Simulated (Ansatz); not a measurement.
Geometry optimisation, UKS PBE0-D4/6-31G* in Ansatz 0.2.0.

Input file:

```yaml
crystal:
  periodic: [false, false, false]
  atoms:
    - { symbol: Al, position_ang: [0.0, 0.0, 0.0] }
    - { symbol: Cl, position_ang: [0.0, 0.0, 2.48] }
    - { symbol: H, position_ang: [1.351, 0.0, -0.78] }
    - { symbol: H, position_ang: [-1.351, 0.0, -0.78] }
    - { symbol: O, position_ang: [0.0, 0.0, 4.37] }
    - { symbol: H, position_ang: [-0.5144, -0.8011, 4.7071] }
magnetization:
  spin_polarized: true
  initial_magnetization: 1
basis:
  gaussian: { orbitals: "6-31G*" }
hamiltonian:
  xc: pbe0
  dispersion: d4
relax:
  f_tol: 0.15
  max_steps: 25
  restrain:
    - { distance: [1, 4], at: 1.59, k: 30.0 }
    - { distance: [0, 1], at: 3.43, k: 30.0 }
```

Run as:

```bash
$ ansatz run input.yaml --threads 1 --pin off --max-ram 2048MiB --backend cpu --events-out ev --progress --plain --runs-dir out
```

Where does it end, and by what steps?

The run converged. The restraints hold the end off the free minimum; the threshold counts their pulls, which the force column leaves out. Restrained pairs: Cl2–O5 (1.89 → 1.65 Å), Al1–Cl2 (2.48 → 3.43 Å). After 6 steps the energy has risen by 0.984 eV (the restraints' own energy left out); Cl2 moved furthest, 0.58 Å.

```json
{"step": "0", "energy less start (eV)": "0.0000", "largest force component (eV/Å)": "4.393", "accepted": "yes"}
{"step": "1", "energy less start (eV)": "0.8541", "largest force component (eV/Å)": "2.389", "accepted": "yes"}
{"step": "2", "energy less start (eV)": "1.4804", "largest force component (eV/Å)": "4.489", "accepted": "yes"}
{"step": "3", "energy less start (eV)": "1.0696", "largest force component (eV/Å)": "2.119", "accepted": "yes"}
{"step": "4", "energy less start (eV)": "1.0038", "largest force component (eV/Å)": "1.932", "accepted": "yes"}
{"step": "5", "energy less start (eV)": "0.9971", "largest force component (eV/Å)": "2.123", "accepted": "yes"}
{"step": "6", "energy less start (eV)": "0.9845", "largest force component (eV/Å)": "2.023", "accepted": "yes"}
```

```xyz
6
Properties=species:S:1:pos:R:3
Al 0.019 0.033 -0.366
Cl -0.002 0.001 3.059
H 1.395 0.016 -1.195
H -1.380 -0.014 -1.155
O 0.014 -0.045 4.711
H -0.561 -0.792 4.943
```

The run took 14 s on 1 thread of Intel(R) Xeon(R) 6975P-C (Granite Rapids) (shared host), peak memory 0.16 GiB.
